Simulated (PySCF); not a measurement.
Hydrogen boron sulfide, BHS.
Bonds: B1–S2 (double). Hydrogens: H3 on B1.

All values: wB97X-D/pcSseg-2 (PySCF, non-relativistic), on one gas-phase PBE0-D3(BJ)/def2-TZVP geometry that isn't relaxed in the solvent. The solvent is an IEF-PCM continuum (cavity from Bondi-type radii × 1.2). The model holds no explicit solvent molecules, cavitation or dispersion.

Gas phase at wB97X-D/pcSseg-2: HOMO -10.39 eV, LUMO 0.55 eV, dipole 1.61 D.

What does the continuum do to the energy, the frontier levels and the dipole at wB97X-D/pcSseg-2 in chloroform?

```csv
solvent,ε,E(solvent) − E(gas) (kcal/mol),polarisation term (kcal/mol),distortion of the solute (kcal/mol),HOMO (eV),LUMO (eV),dipole (D)
chloroform,4.711,-0.92,-1.10,0.18,-10.42,0.63,2.01
```

The first energy column is the sum of the next two and covers electrostatics alone.

Which radius a makes the point-dipole formula ΔE = −[(ε − 1)/(2ε + 1)]·μ²/a³ give the value in chloroform, with the gas-phase dipole?

μ = 0.634 au and |ΔE| = 0.00146 Eh give a = 2.44 Å; the farthest nucleus lies 1.46 Å from the centroid of the nuclei. The formula assumes a rigid point dipole at the centre of a sphere.

Note: wB97X-D ran without an empirical dispersion term, which enters the total energy and its gradient alone.
